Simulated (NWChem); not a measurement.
System: ethane (C$_{2}$H$_{6}$); SMILES CC

NWChem input:

```
start job
memory heap 200 mb stack 900 mb global 1100 mb
geometry units angstroms noautoz
  C      0.000000     0.000000     0.759558
  C      0.000000     0.000000    -0.759558
  H     -0.724029     0.724029     1.165167
  H      0.989042     0.265013     1.165167
  H     -0.265013    -0.989042     1.165167
  H     -0.989042    -0.265013    -1.165167
  H      0.724029    -0.724029    -1.165167
  H      0.265013     0.989042    -1.165167
end
basis spherical
  * library def2-tzvpp
end
dft
  xc xcamb88 1.00 lyp 0.81 vwn_5 0.19 hfexch 1.00
  cam 0.33 cam_alpha 0.19 cam_beta 0.46
  iterations 150
  mulliken
end
task dft gradient
```

NWChem printed, in part:

```
             Northwest Computational Chemistry Package (NWChem) 7.3.0
             --------------------------------------------------------

 D3D symmetry detected

                             Geometry "geometry" -> ""
                             -------------------------

 Output coordinates in angstroms (scale by  1.889725989 to convert to a.u.)

  No.       Tag          Charge          X              Y              Z
 ---- ---------------- ---------- -------------- -------------- --------------
    1 C                    6.0000     0.00000000     0.00000000     0.75955800
    2 C                    6.0000    -0.00000000     0.00000000    -0.75955800
    3 H                    1.0000    -0.72402900     0.72402900     1.16516700
    4 H                    1.0000     0.98904200     0.26501301     1.16516700
    5 H                    1.0000    -0.26501301    -0.98904200     1.16516700
    6 H                    1.0000    -0.98904200    -0.26501301    -1.16516700
    7 H                    1.0000     0.72402900    -0.72402900    -1.16516700
    8 H                    1.0000     0.26501301     0.98904200    -1.16516700

 Effective nuclear repulsion energy (a.u.)      42.1254118575

      Symmetry information
      --------------------

 Group name             D3d
 Group number             33
 Group order              12
 No. of unique centers     2

                                 NWChem DFT Module
                                 -----------------

 Summary of "ao basis" -> "ao basis" (spherical)
 ------------------------------------------------------------------------------
       Tag                 Description            Shells   Functions and Types
 ---------------- ------------------------------  ------  ---------------------
 C                         def2-tzvpp               11       31   5s3p2d1f
 H                         def2-tzvpp                6       14   3s2p1d

      Symmetry analysis of basis
      --------------------------

        a1g        22
        a1u         5
        a2g         5
        a2u        22
        eg         46
        eu         46

  Rotation of axis

            General Information
            -------------------
          SCF calculation type: DFT
          Wavefunction type:  closed shell.
          No. of atoms     :     8
          No. of electrons :    18
           Alpha electrons :     9
            Beta electrons :     9
          Charge           :     0
          Spin multiplicity:     1
          Use of symmetry is: on ; symmetry adaption is: on
          Maximum number of iterations: 150
          AO basis - number of functions:   146
                     number of shells:    58
          Convergence on energy requested:  1.00D-06
          Convergence on density requested:  1.00D-05
          Convergence on gradient requested:  5.00D-04

              XC Information
              --------------
                     Hartree-Fock (Exact) Exchange  1.000
                   CAM-Becke88 Exchange Functional  1.000
                      VWN V Correlation Functional  0.190 local
              Lee-Yang-Parr Correlation Functional  0.810

           Range-Separation Parameters
           ---------------------------
           Alpha           :  0.19
           Beta            :  0.46
           Gamma           :  0.33
           Short-Range HF  :     F

             Grid Information
             ----------------
          Grid used for XC integration:  medium
          Radial quadrature: Mura-Knowles
          Angular quadrature: Lebedev.
          Tag              B.-S. Rad. Rad. Pts. Rad. Cut. Ang. Pts.
          ---              ---------- --------- --------- ---------
          C                   0.70       49           8.0       434
          H                   0.35       45          10.0       434
          Grid pruning is: on
          Number of quadrature shells:    94
          Spatial weights used:  Erf1

      Superposition of Atomic Density Guess
      -------------------------------------

 Sum of atomic energies:         -78.34151161

      Non-variational initial energy
      ------------------------------

 Total energy =     -79.682471
 1-e energy   =    -186.371171
 2-e energy   =      64.563289
 HOMO         =      -0.423636
 LUMO         =       0.075993

      Symmetry analysis of molecular orbitals - initial
      -------------------------------------------------

  Numbering of irreducible representations:

     1 a1g         2 a1u         3 a2g         4 a2u         5 eg
     6 eu

  Orbital symmetries:

     1 a1g         2 a2u         3 a1g         4 a2u         5 eu
     6 eu          7 a1g         8 eg          9 eg         10 a1g
    11 a2u        12 eu         13 eu         14 eg         15 eg
    16 a2u        17 a1g        18 eg         19 eg

     ---------------------------------------------
      Total Density - Mulliken Population Analysis
     ---------------------------------------------

    Atom       Charge   Shell Charges
 -----------   ------   -------------------------------------------------------
    1 C    6     6.46   0.86  1.12  0.55  0.64  0.11  1.26  1.45  0.39  0.01  0.06  0.00
    2 C    6     6.46   0.86  1.12  0.55  0.64  0.11  1.26  1.45  0.39  0.01  0.06  0.00
    3 H    1     0.85   0.24  0.43  0.14  0.01  0.02  0.00
    4 H    1     0.85   0.24  0.43  0.14  0.01  0.02  0.00
    5 H    1     0.85   0.24  0.43  0.14  0.01  0.02  0.00
    6 H    1     0.85   0.24  0.43  0.14  0.01  0.02  0.00
    7 H    1     0.85   0.24  0.43  0.14  0.01  0.02  0.00
    8 H    1     0.85   0.24  0.43  0.14  0.01  0.02  0.00

   convergence    iter        energy       DeltaE   RMS-Dens  Diis-err
 ---------------- ----- ----------------- --------- --------- ---------
 d= 0,ls=0.0,diis     1    -79.7853502341 -1.22D+02  2.11D-03  2.67D-01
 d= 0,ls=0.0,diis     2    -79.8052699084 -1.99D-02  3.38D-04  5.92D-03
 d= 0,ls=0.0,diis     3    -79.8055515099 -2.82D-04  1.76D-04  4.14D-03
 d= 0,ls=0.0,diis     4    -79.8060481855 -4.97D-04  2.09D-05  1.90D-05
 d= 0,ls=0.0,diis     5    -79.8060508335 -2.65D-06  4.34D-06  7.73D-07
 d= 0,ls=0.0,diis     6    -79.8060509366 -1.03D-07  6.72D-07  1.21D-09

         Total DFT energy =      -79.806050936612
      One electron energy =     -189.100653285551
           Coulomb energy =       80.195360654494
    Exchange-Corr. energy =      -13.026170163100
 Nuclear repulsion energy =       42.125411857545

 Numeric. integr. density =       17.999996573993

                  Occupations of the irreducible representations
                  ----------------------------------------------

                     irrep           alpha         beta
                     --------     --------     --------
                     a1g               3.0          3.0
                     a1u               0.0          0.0
                     a2g               0.0          0.0
                     a2u               2.0          2.0
                     eg                2.0          2.0
                     eu                2.0          2.0

                       DFT Final Molecular Orbital Analysis
                       ------------------------------------

 Vector    7  Occ=2.000000D+00  E=-4.362291D-01  Symmetry=a1g
              MO Center=  1.1D-15,  2.4D-15,  7.4D-16, r^2= 1.7D+00
   Bfn.  Coefficient  Atom+Function         Bfn.  Coefficient  Atom+Function
  ----- ------------  ---------------      ----- ------------  ---------------
     8      0.306085  1 C  pz                39     -0.306085  2 C  pz
    11      0.222439  1 C  pz                42     -0.222439  2 C  pz
    14      0.096930  1 C  pz                45     -0.096930  2 C  pz
    64      0.074144  3 H  s                 78      0.074144  4 H  s
    92      0.074144  5 H  s                106      0.074144  6 H  s

 Vector    8  Occ=2.000000D+00  E=-4.043360D-01  Symmetry=eg
              MO Center=  5.5D-16, -6.4D-16, -2.0D-15, r^2= 2.4D+00
   Bfn.  Coefficient  Atom+Function         Bfn.  Coefficient  Atom+Function
  ----- ------------  ---------------      ----- ------------  ---------------
     7      0.198422  1 C  py                38     -0.198422  2 C  py
    64      0.178421  3 H  s                120      0.178421  7 H  s
    10      0.144644  1 C  py                41     -0.144644  2 C  py
    63      0.127586  3 H  s                119      0.127586  7 H  s
    92     -0.126026  5 H  s                134     -0.126026  8 H  s

 Vector    9  Occ=2.000000D+00  E=-4.043360D-01  Symmetry=eg
              MO Center=  1.8D-15, -9.1D-16,  4.8D-15, r^2= 2.4D+00
   Bfn.  Coefficient  Atom+Function         Bfn.  Coefficient  Atom+Function
  ----- ------------  ---------------      ----- ------------  ---------------
     6      0.198422  1 C  px                37     -0.198422  2 C  px
    78      0.175773  4 H  s                106      0.175773  6 H  s
     9      0.144644  1 C  px                40     -0.144644  2 C  px
    92     -0.133261  5 H  s                134     -0.133261  8 H  s
    77      0.125692  4 H  s                105      0.125692  6 H  s

[...]

                         DFT ENERGY GRADIENTS

    atom               coordinates                        gradient
                 x          y          z           x          y          z
   1 C       0.000000   0.000000   1.435356    0.000000  -0.000000  -0.008446
   2 C      -0.000000   0.000000  -1.435356   -0.000000   0.000000   0.008446
   3 H      -1.368216   1.368216   2.201846   -0.004613   0.004613   0.002987
   4 H       1.869018   0.500802   2.201846    0.006302   0.001688   0.002987
   5 H      -0.500802  -1.869018   2.201846   -0.001688  -0.006302   0.002987
   6 H      -1.869018  -0.500802  -2.201846   -0.006302  -0.001688  -0.002987
   7 H       1.368216  -1.368216  -2.201846    0.004613  -0.004613  -0.002987
   8 H       0.500802   1.869018  -2.201846    0.001688   0.006302  -0.002987
```

Level: CAM-B3LYP/def2-TZVPP. Structure relaxed at the PBE0/def2-SVP level.
